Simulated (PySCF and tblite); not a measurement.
Results of a calculation; reference values are marked as such.
Methyl chloride, CH3Cl, numbered as in [CH3:1][Cl:2].

GFN2-xTB molecular dynamics (tblite; Langevin, friction 0.005 fs⁻¹, 1.5 fs steps, hydrogen mass 4 u): 400 + 8000 steps at each temperature, started from the lowest conformer, nuclei classical.

GIAO shieldings at KT2/pcSseg-1 (IEF-PCM, acetonitrile) (PySCF) on 20 frames a temperature; like atoms are averaged, and of two unlike H on one atom a is the less shielded at the minimum.

**Question.** How far do thermal motions move the shieldings from their values at the minimum?

**Answer.** 
| signal | σ at minimum (ppm) | Δσ, 300 K | Δσ, 600 K | Δσ, 900 K |
| --- | --- | --- | --- | --- |
| C1 | 153.5 | -0.6 ± 0.9 | 1.3 ± 1.1 | -1.7 ± 2.0 |
| Cl2 | 958.0 | -4.6 ± 3.6 | 0.2 ± 4.1 | -17.5 ± 8.1 |
| H1 | 28.24 | -0.25 ± 0.09 | -0.24 ± 0.15 | -0.53 ± 0.23 |

Errors are standard errors over frames. Zero-point motion is missing, and a reference compound would move too.

**Question.** What do the single frames at 300 K give for C1?

**Answer.** 
```json
{"t (fs)": "900", "V above the minimum, tight binding (kcal/mol)": "2.5", "E above it, DFT (kcal/mol)": "3.1", "torsions (°)": "none", "σ (ppm)": "154.8"}
{"t (fs)": "1500", "V above the minimum, tight binding (kcal/mol)": "2.8", "E above it, DFT (kcal/mol)": "2.3", "torsions (°)": "none", "σ (ppm)": "149.1"}
{"t (fs)": "2100", "V above the minimum, tight binding (kcal/mol)": "1.7", "E above it, DFT (kcal/mol)": "1.3", "torsions (°)": "none", "σ (ppm)": "148.5"}
{"t (fs)": "2700", "V above the minimum, tight binding (kcal/mol)": "3.4", "E above it, DFT (kcal/mol)": "3.8", "torsions (°)": "none", "σ (ppm)": "157.4"}
{"t (fs)": "3300", "V above the minimum, tight binding (kcal/mol)": "3.0", "E above it, DFT (kcal/mol)": "3.2", "torsions (°)": "none", "σ (ppm)": "154.9"}
{"t (fs)": "3900", "V above the minimum, tight binding (kcal/mol)": "1.6", "E above it, DFT (kcal/mol)": "2.0", "torsions (°)": "none", "σ (ppm)": "157.6"}
{"t (fs)": "4500", "V above the minimum, tight binding (kcal/mol)": "3.2", "E above it, DFT (kcal/mol)": "3.5", "torsions (°)": "none", "σ (ppm)": "150.1"}
{"t (fs)": "5100", "V above the minimum, tight binding (kcal/mol)": "4.0", "E above it, DFT (kcal/mol)": "4.2", "torsions (°)": "none", "σ (ppm)": "149.1"}
{"t (fs)": "5700", "V above the minimum, tight binding (kcal/mol)": "1.7", "E above it, DFT (kcal/mol)": "2.1", "torsions (°)": "none", "σ (ppm)": "154.8"}
{"t (fs)": "6300", "V above the minimum, tight binding (kcal/mol)": "2.6", "E above it, DFT (kcal/mol)": "3.4", "torsions (°)": "none", "σ (ppm)": "155.1"}
{"t (fs)": "6900", "V above the minimum, tight binding (kcal/mol)": "2.0", "E above it, DFT (kcal/mol)": "2.1", "torsions (°)": "none", "σ (ppm)": "155.0"}
{"t (fs)": "7500", "V above the minimum, tight binding (kcal/mol)": "1.0", "E above it, DFT (kcal/mol)": "1.1", "torsions (°)": "none", "σ (ppm)": "151.0"}
{"t (fs)": "8100", "V above the minimum, tight binding (kcal/mol)": "4.7", "E above it, DFT (kcal/mol)": "4.3", "torsions (°)": "none", "σ (ppm)": "145.0"}
{"t (fs)": "8700", "V above the minimum, tight binding (kcal/mol)": "1.1", "E above it, DFT (kcal/mol)": "0.8", "torsions (°)": "none", "σ (ppm)": "148.0"}
{"t (fs)": "9300", "V above the minimum, tight binding (kcal/mol)": "3.6", "E above it, DFT (kcal/mol)": "4.1", "torsions (°)": "none", "σ (ppm)": "157.7"}
{"t (fs)": "9900", "V above the minimum, tight binding (kcal/mol)": "3.4", "E above it, DFT (kcal/mol)": "4.7", "torsions (°)": "none", "σ (ppm)": "158.9"}
{"t (fs)": "10500", "V above the minimum, tight binding (kcal/mol)": "1.8", "E above it, DFT (kcal/mol)": "1.8", "torsions (°)": "none", "σ (ppm)": "155.2"}
{"t (fs)": "11100", "V above the minimum, tight binding (kcal/mol)": "1.3", "E above it, DFT (kcal/mol)": "1.3", "torsions (°)": "none", "σ (ppm)": "151.2"}
{"t (fs)": "11700", "V above the minimum, tight binding (kcal/mol)": "1.8", "E above it, DFT (kcal/mol)": "2.0", "torsions (°)": "none", "σ (ppm)": "151.7"}
{"t (fs)": "12300", "V above the minimum, tight binding (kcal/mol)": "4.1", "E above it, DFT (kcal/mol)": "4.4", "torsions (°)": "none", "σ (ppm)": "151.2"}
```

Changes within two standard errors are not significant.

The study took 84 s on 1 thread of Intel Xeon 6975P-C, on a host shared with other jobs (rough), peak memory 0.29 GiB, launched as `OMP_NUM_THREADS=1 python ens_run.py task.json out`.
